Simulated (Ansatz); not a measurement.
The input, for Ansatz 0.2.0:

```yaml
crystal:
  periodic: [false, false, false]
  atoms:
    - {symbol: As, position_ang: [0.000000, 0.000000, 0.000000]}
    - {symbol: H, position_ang: [0.000000, 0.000000, 2.501000]}
basis:
  gaussian: {orbitals: aug-cc-pVDZ}
magnetization: {spin_polarized: true, initial_magnetization: 0}
hamiltonian: {xc: {name: r2SCAN0}}
```

```sh
$ ansatz run in.yaml --threads 1 --pin off --events-out ev --progress --plain --max-ram 2393MiB
```

Log:

```
509 factors; integrals over basis functions are off by at most 7.9e-4 eV
mean field evaluation 1: about -60850.2347 eV, gradient 4.3e0 eV
mean field evaluation 2: about -60849.7180 eV, gradient 7.6e0 eV
mean field evaluation 4: about -60850.4429 eV, gradient 1.4e-1 eV
mean field evaluation 8: about -60850.4425 eV, gradient 2.8e-3 eV
mean field evaluation 16: about -60851.5506 eV, gradient 1.6e0 eV
mean field evaluation 32: about -60850.6437 eV, gradient 4.0e-1 eV
mean field evaluation 64: about -60852.0129 eV, gradient 3.9e-6 eV
mean field evaluation 96: about -60846.9271 eV, gradient 8.8e0 eV
mean field -60852.01290000 eV, -2236.2702270990 hartree, gradient 2.0e-5 eV, S^2 1.514135; 9 other end points of the search recorded, 0 dependent functions left out
reference -60852.01292384 eV, -2236.2702279753 hartree; 17, 17 occupied and 28, 28 virtual orbitals, 509 factors
Total energy: -60852.01292384 eV, -2236.2702279753 hartree
```

Ran on 1 thread of Arm Neoverse V2, shared host: 13 s wall, 0.13 GiB peak host memory.
